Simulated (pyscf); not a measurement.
H₃Si–AlH–PH₂ → HAl=PH + silane (SiH₄) (elimination; singlet surface; H–P, Al–Si broken, H–Si formed). Structures and frequencies: ωB97X-D3(BJ)/def2-SVP in PySCF. Correlated levels are frozen-core, on RHF or UHF. ΔMP2 is the change of the MP2 total energy from the triple- to the quadruple-zeta basis. Energies in kJ/mol from the reactant's lowest minimum found.

```csv
level,barrier,reaction energy
ωB97X-D3(BJ)/def2-TZVP,240.7,+171.8
PBE/def2-TZVP,182.7,+144.5
PBE0-D3(BJ)/def2-TZVP,206.5,+161.1
M06-2X/def2-TZVP,215.7,+140.8
ωB97M-D3(BJ)/def2-TZVP,223.9,+142.8
CCSD/def2-TZVPP,237.2,+147.8
CCSD(T)/def2-TZVPP + ΔMP2(QZVPP),(withheld),(withheld)
```

What belongs in the gaps?


- CCSD(T)/def2-TZVPP + ΔMP2(QZVPP), barrier: 215.4
- CCSD(T)/def2-TZVPP + ΔMP2(QZVPP), reaction energy: +144.7

Of the functionals in the table, M06-2X is closest to CCSD(T)/def2-TZVPP + ΔMP2(QZVPP) in the barrier (0.3 kJ/mol apart) and PBE least close (32.7 kJ/mol); that level has limits of its own. On the product side the descent ends in a complex, 24.3 kJ/mol under the separated species and 93.2 kJ/mol under the saddle at ωB97X-D3(BJ)/def2-TZVP. At the saddle there is also a short Al–H contact that neither side keeps. HAl=PH lies 54.2 kJ/mol over its isomer Al–PH₂ [singlet] (electronic energy, ωB97M-D3(BJ)). This is the saddle that the search found; another between the same sides may lie lower. The CCSD(T) − MP2 part came from Ansatz, without density fitting, on the same reference.
